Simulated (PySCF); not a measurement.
**BCl (SMILES [B]Cl): levels of theory compared**

We compute a comparison of 6 runs (B3LYP/STO-3G, UPBE0/STO-3G, wB97X-V/STO-3G, UMP2/STO-3G, CCSD(T)/STO-3G, UCCSD(T)/STO-3G) of BCl. Input form: a Python script.

The calculation is run with PySCF 2.14.0.

12 further runs of the same task are left out: 3 that didn't finish, 9 set aside as unsound or not needed.

## (1) The molecule

BCl has 2 atoms, charge 0, and is taken as a singlet. As SMILES, `[B]Cl`. The B1–Cl2 distance was set to 2.841 Å, away from the relaxed value.

## (2) The energy at B3LYP/STO-3G (run 1)

Contents of mol.xyz:

```xyz
2
BCl
B      0.000000     0.000000    -1.262870
Cl     0.000000     0.000000     1.578530
```

Contents of job.py:

```python
from pyscf import gto, dft

system = gto.Mole()
system.atom = 'mol.xyz'
system.basis = 'sto-3g'
system.verbose = 3
system.max_memory = 1860
system.build()

mf = dft.RKS(system, xc='b3lyp')
mf.conv_tol = 1e-10
mf.grids.level = 5
mf.kernel()
if not mf.converged:
    mf = mf.newton().run(mf.mo_coeff, mf.mo_occ)

e_final = mf.e_tot
print('E = %.10f Eh' % e_final)
```

The run is started by

```bash
$ OMP_NUM_THREADS=1 python job.py
```

Output:

```text
converged SCF energy = -479.485421840817
E = -479.4854218408 Eh
```

It took 2.6 s on 1 thread of Arm Neoverse N1, shared host; peak memory 0.16 GiB.

## (3) A single-point energy at UPBE0/STO-3G (run 2)

Contents of job.py:

```python
from pyscf import gto, dft

mol = gto.M(
    atom=[
    ('B', (0.000000, 0.000000, -1.262870)),
    ('Cl', (0.000000, 0.000000, 1.578530)),
],
    basis='sto-3g',
    max_memory=1860,
    verbose=4,
)

myscf = dft.UKS(mol)
myscf.xc = 'pbe0'
myscf.conv_tol = 1e-10
myscf.grids.level = 5
myscf.kernel()
if not myscf.converged:
    myscf = myscf.newton().run(myscf.mo_coeff, myscf.mo_occ)
for _ in range(3):
    mo, _, stable, _ = myscf.stability(return_status=True)
    if stable:
        break
    myscf.kernel(myscf.make_rdm1(mo, myscf.mo_occ))

etot = myscf.e_tot
print('E = %.10f Eh' % etot)
```

The run is started by

```bash
$ OMP_NUM_THREADS=1 python job.py
```

Output:

```text
PySCF version 2.14.0

[... 115 lines left out ...]
converged SCF energy = -479.308850597186  <S^2> = 2.9487524e-13  2S+1 = 1
[... 112 lines left out ...]
converged SCF energy = -479.308911226575  <S^2> = 0.051525733  2S+1 = 1.0982272
[... 2 lines left out ...]
E = -479.3089112266 Eh
```

It took 15 s on 1 thread of Arm Neoverse N1, shared host; peak memory 0.28 GiB.

Runs 3 to 5 aren't shown in full; the table further down has their settings and results.

## (4) The energy at UCCSD(T)/STO-3G (run 6)

mol.xyz is that of step 2.

Contents of run.py:

```python
from pyscf import gto, cc

mol = gto.Mole()
mol.atom = 'mol.xyz'
mol.basis = 'sto-3g'
mol.verbose = 3
mol.max_memory = 1860
mol.charge = 0
mol.build()

calc0 = mol.UHF()
calc0.conv_tol = 1e-10
calc0.kernel()
if not calc0.converged:
    calc0 = calc0.newton().run(calc0.mo_coeff, calc0.mo_occ)
for _ in range(3):
    mo, _, stable, _ = calc0.stability(return_status=True)
    if stable:
        break
    calc0.kernel(calc0.make_rdm1(mo, calc0.mo_occ))

mycc = cc.CCSD(calc0, frozen=6)
mycc.kernel()
e_t = mycc.ccsd_t()
etot = mycc.e_tot + e_t
print('E = %.10f Eh' % etot)
```

The run is started by

```bash
$ OMP_NUM_THREADS=1 python run.py
```

Output:

```text
converged SCF energy = -478.698436253309  <S^2> = 9.0494723e-11  2S+1 = 1
<class 'pyscf.scf.uhf.UHF'> wavefunction has an internal instability
converged SCF energy = -478.718684740413  <S^2> = 0.64646718  2S+1 = 1.893639
<class 'pyscf.scf.uhf.UHF'> wavefunction is stable in the internal stability analysis
E(UCCSD) = -478.784426865068  E_corr = -0.06574212465458865
UCCSD(T) correction = -0.000456158197343314
E = -478.7848830233 Eh
```

Run time: 1.6 s. Hardware: 1 thread of Arm Neoverse N1, shared host; peak memory 0.12 GiB.

## (5) Overview of the runs

| run | level | follow instability | nlc grid | energy (Eh) | dipole moment (D) of the reference | HOMO energy (eV) | LUMO energy (eV) | wall time |
| --- | --- | --- | --- | --- | --- | --- | --- | --- |
| 1 | B3LYP/STO-3G | – | – | -479.485422 | 5.24 | -4.23 | -1.52 | 2.6 s |
| 2 | UPBE0/STO-3G | yes | – | -479.308911 | 5.45 | -4.39 | -1.32 | 15 s |
| 3 | wB97X-V/STO-3G | – | 1 | -479.417919 | 6.09 | -6.59 | 1.05 | 11 s |
| 4 | UMP2/STO-3G | yes | – | -478.740997 | 3.33 | -6.51 | 2.98 | 1.3 s |
| 5 | CCSD(T)/STO-3G | – | – | -478.785085 | 7.36 | -6.61 | 2.92 | 1.2 s |
| 6 | UCCSD(T)/STO-3G | yes | – | -478.784883 | 3.33 | -6.51 | 2.98 | 1.6 s |

## (6) What came out

```
                                          quantity          value
                               run 6: total energy  -478.78488 Eh
       run 6: dipole moment (Hartree–Fock density)         3.33 D
        run 6: HOMO energy (Hartree–Fock orbitals)       -6.51 eV
        run 6: LUMO energy (Hartree–Fock orbitals)        2.98 eV
      run 6: HOMO–LUMO gap (Hartree–Fock orbitals)        9.49 eV
run 6: correlation energy (6 core orbitals frozen)      -66.2 mEh
                             run 6: (T) correction      -0.46 mEh
          run 6: ⟨S²⟩ of the reference determinant          0.646
                              run 6: T1 diagnostic          0.104
```

What this shows: Over runs 1, 2, 3 the dipole moment (its size) runs from 5.24 D (B3LYP/STO-3G) to 6.09 D (wB97X-V/STO-3G). Over runs 1, 2, 3 the HOMO–LUMO gap runs from 2.71 eV (B3LYP/STO-3G) to 7.65 eV (wB97X-V/STO-3G). Totals of different functionals can't be ranked against each other. In run 5 the T1 diagnostic is large, so a single reference may not serve. In runs 1, 2, 3, 4, 5, 6 the basis is minimal, so the values are rough. Spin contamination of the reference: run 4 ⟨S²⟩ = 0.65, run 6 ⟨S²⟩ = 0.65. Where it is this large, the reference is a mixture of spin states, and values that rest on it are in doubt. All runs together took 33 s, the longest 15 s.
